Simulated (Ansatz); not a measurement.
A nudged elastic band was laid between two geometries of BFH2 + H2 (6 atoms, charge 0, multiplicity 1).

Method: Ansatz, RKS PBE/def2-SVP.

```yaml
movable_images: 5
climbing_image: yes
spring: 5.0 eV/Å²
optimiser: quadratic models (default)
start_path: through a guess of the saddle point
force_threshold: 0.05 eV/Å
iteration_limit: 60
end_points: relaxed
```

Initial state:

```xyz
6
Properties=species:S:1:pos:R:3
B -0.065 0.505 -0.821
F 1.256 0.616 -0.770
H -0.530 -0.450 -1.418
H -0.727 1.374 -0.283
H 0.413 -0.967 1.627
H -0.347 -1.079 1.665
```

Final state:

```xyz
6
Properties=species:S:1:pos:R:3
B -0.505 0.094 -0.239
F 1.350 0.091 0.090
H -0.546 -0.492 -1.303
H -0.741 1.285 -0.195
H 1.167 -0.414 0.869
H -0.726 -0.564 0.778
```

Problem. What changes between the two ends?

Solution. Bonds broken: H5–H6. Bonds formed: B1–H6, F2–H5. BFH2 + H2 becomes BH3 + FH.

Problem. Give the energies along the band, and the barrier.

Solution. The forces met the threshold. The highest image is number 5 of 0 to 6, 31.5 kcal/mol above the first end and 3.3 kcal/mol above the last; the last end lies 28.2 kcal/mol above the first. A vibrational analysis at the climbing image gives one clearly imaginary mode, 822i cm⁻¹: a first-order saddle point. The orbitals stay closed-shell, which can raise the energy where a bond breaks towards radicals; this wasn't checked here.

| image | path coordinate (Å) | energy (kcal/mol) | H5–H6 (Å) | B1–H6 (Å) | F2–H5 (Å) |
| --- | --- | --- | --- | --- | --- |
| 0 | 0.00 | 0.0 | 0.77 | 2.96 | 2.99 |
| 1 | 0.43 | 0.1 | 0.77 | 2.55 | 2.83 |
| 2 | 0.86 | 1.1 | 0.77 | 2.19 | 2.45 |
| 3 | 1.29 | 4.9 | 0.78 | 1.83 | 2.02 |
| 4 | 1.71 | 17.9 | 0.84 | 1.51 | 1.56 |
| 5 | 2.14 | 31.5 | 1.11 | 1.31 | 1.13 |
| 6 | 2.81 | 28.2 | 1.90 | 1.23 | 0.95 |

Problem. What is the geometry of the highest image?

Solution. 
```xyz
6
Properties=species:S:1:pos:R:3
B -0.293 0.130 -0.260
F 1.349 0.139 0.013
H -0.534 -0.558 -1.226
H -0.732 1.247 -0.101
H 0.651 -0.386 0.733
H -0.441 -0.572 0.841
```

Problem. What are the harmonic wavenumbers there?

Solution. 822i, 705, 782, 877, 1037, 1113, 1129, 1431, 1954, 2259, 2547, 2664 cm⁻¹.

The run took 42 s on 1 CPU thread of a shared host.
